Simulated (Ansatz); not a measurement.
System: SiH3, charge 0, doublet. SiH3 (SMILES [SiH3], doublet).
B3LYP-D3(BJ)/def2-TZVP minimum from Ansatz (a first-principles code):
```
Si
H 1 1.4828
H 1 1.4828 2 111.02
H 1 1.4828 2 111.02 3 124.02
```
Charge 0, spin multiplicity 2.

Quantity: atomisation energy (electronic, to ground-state atoms), in kcal/mol. UHF or UKS for unpaired electrons; spin-orbit terms are left out. CBS(X,Y): correlation extrapolated as X^-3, Hartree-Fock from the larger set (Q,5: extrapolated as (X+1)exp(-9√X)). A bracket is a step between two methods taken in the basis named. The functionals are non-relativistic, so their misses hold any scalar relativity. Double hybrids freeze cores in their MP2 part. 'core' is core correlation in cc-pwCVTZ (1s frozen past Ne), 'X2C' scalar relativity in cc-pVTZ-DK, both at CCSD(T). Full CI freezes restricted core orbitals, also for open shells; the composite that ends in it estimates full CI at the basis-set limit. Where a partner has so few electrons that a lower coupled-cluster level is exact, that level stands in.

CCSD(T)/CBS(cc-pV(Q+d)Z,cc-pV(5+d)Z) + [CCSDT(Q) - CCSD(T)]/cc-pV(Q+d)Z + [FCI - CCSDT(Q)]/cc-pV(D+d)Z + core + X2C (Ansatz) gives 227.3 kcal/mol.

Question: How far off this value is PBE/def2-TZVPD (Ansatz), in which direction, and which of these levels come nearer: r2SCAN/def2-TZVPD, B3LYP/def2-TZVPD, PBE0/def2-TZVPD, B2PLYP/def2-TZVPD, CCSD(T)/CBS(cc-pV(Q+d)Z,cc-pV(5+d)Z) + core + X2C?

Answer: PBE gives 222.5 kcal/mol, 4.8 kcal/mol below it. Differences of the others: r2SCAN/def2-TZVPD (Ansatz) 2.3; B3LYP/def2-TZVPD (Ansatz) 1.2; PBE0/def2-TZVPD (Ansatz) -3.7; B2PLYP/def2-TZVPD (Ansatz) -2.8; CCSD(T)/CBS(cc-pV(Q+d)Z,cc-pV(5+d)Z) + core + X2C (Ansatz) -0.1 kcal/mol. Nearer than PBE: r2SCAN/def2-TZVPD, B3LYP/def2-TZVPD, PBE0/def2-TZVPD, B2PLYP/def2-TZVPD, CCSD(T)/CBS(cc-pV(Q+d)Z,cc-pV(5+d)Z) + core + X2C.
